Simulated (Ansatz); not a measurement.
Reaction: CH5BO2 (methylboronic acid, SMILES CB(O)O) → H2BO2 (SMILES O[B]O, doublet) + CH3 (SMILES [CH3], doublet) (the B-C bond breaks)
Each species at its own B3LYP-D3(BJ)/def2-TZVP minimum (Ansatz, a first-principles code), one conformer.

Total energies in hartree (Ansatz). Radicals and triplets start from unrestricted determinants; spin-orbit coupling is neglected. Cores are frozen in correlated methods. No relativity.

```tsv
species	HF/cc-pVTZ	CCSD(T)/cc-pVTZ	HF/cc-pVQZ	CCSD(T)/cc-pVQZ	CCSD(T)/cc-pVDZ	CCSDT(Q)/cc-pVDZ
1: CH5BO2 (SMILES CB(O)O)	-215.39815	-216.20996	-215.41469	-216.27834	-215.97590	-215.97810
2: H2BO2 (SMILES O[B]O, doublet)	-175.68559	-176.27020	-175.69995	-176.32621	-176.08418	-176.08598
3: CH3 (SMILES [CH3], doublet)	-39.57748	-39.76098	-39.58026	-39.77245	-39.71583	-39.71634
```

Q: Work out the bond dissociation energy (electronic) in kcal/mol: take Hartree-Fock from cc-pVQZ, extrapolate the CCSD(T) correlation energy as X^-3 (X = 3, 4), and add CCSDT(Q) - CCSD(T) in cc-pVDZ. 1 hartree = 627.51 kcal/mol.

A: 
Species 1: correlation (64·(-0.86365) - 27·(-0.81181))/37 = -0.90148; step -0.00220; E1 = -215.41469 + (-0.90148) + (-0.00220) = -216.31837
Species 2: correlation (64·(-0.62626) - 27·(-0.58461))/37 = -0.65665; step -0.00180; E2 = -175.69995 + (-0.65665) + (-0.00180) = -176.35840
Species 3: correlation (64·(-0.19219) - 27·(-0.18350))/37 = -0.19853; step -0.00051; E3 = -39.58026 + (-0.19853) + (-0.00051) = -39.77930
-1·E1 +1·E2 +1·E3 = 0.18067 hartree = 113.4 kcal/mol.
